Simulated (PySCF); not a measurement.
**Potential energy of CH⁺ along the bond**

Set-up: basis H def2-TZVP, C def2-TZVP; no relativity; PySCF 2.14. Energies in eV from H + C⁺ in their ground configurations at the same level. State: ¹Σ⁺ (singlet), closed shell.

All columns are PBE0. A positive dipole points towards C; it is taken about the centre of mass and depends on that origin.

| R (Å) | E (eV) | μ (D) | Mulliken charge on H (basis-dependent) | HOMO (eV) | LUMO (eV) | Mayer bond order | ⟨S²⟩ |
| --- | --- | --- | --- | --- | --- | --- | --- |
| 0.981 | -3.640 | -1.79 | 0.28 | -20.14 | -14.64 | 0.88 | 0.00 |
| 1.027 | -3.890 | -1.79 | 0.28 | -20.06 | -14.59 | 0.88 | 0.00 |
| 1.073 | -4.036 | -1.80 | 0.29 | -19.97 | -14.53 | 0.88 | 0.00 |
| 1.107 | -4.090 | -1.80 | 0.29 | -19.90 | -14.49 | 0.88 | 0.00 |
| 1.141 | -4.106 | -1.81 | 0.30 | -19.83 | -14.46 | 0.88 | 0.00 |
| 1.175 | -4.091 | -1.81 | 0.30 | -19.75 | -14.42 | 0.88 | 0.00 |
| 1.221 | -4.031 | -1.82 | 0.31 | -19.64 | -14.37 | 0.88 | 0.00 |
| 1.278 | -3.907 | -1.84 | 0.32 | -19.49 | -14.31 | 0.88 | 0.00 |
| 1.346 | -3.706 | -1.86 | 0.33 | -19.29 | -14.24 | 0.87 | 0.00 |
| 1.438 | -3.385 | -1.91 | 0.34 | -19.01 | -14.15 | 0.87 | 0.00 |

A fit through these points gives, at Re = 1.140 Å, μ = -1.81 D and dμ/dR = -0.149 D/Å; the reduced mass is 0.9297 u.

**Question.** How strong is the fundamental in the double-harmonic approximation, I = 42.26·(dμ/dR)²/μred km/mol?

**Answer.** I = 42.26·(-0.149)²/0.9297 = 1.01 km/mol at PBE0.

For an ion De counts to the pair picked by the measured ionisation energies or electron affinities, which need not be the lowest pair at this level.
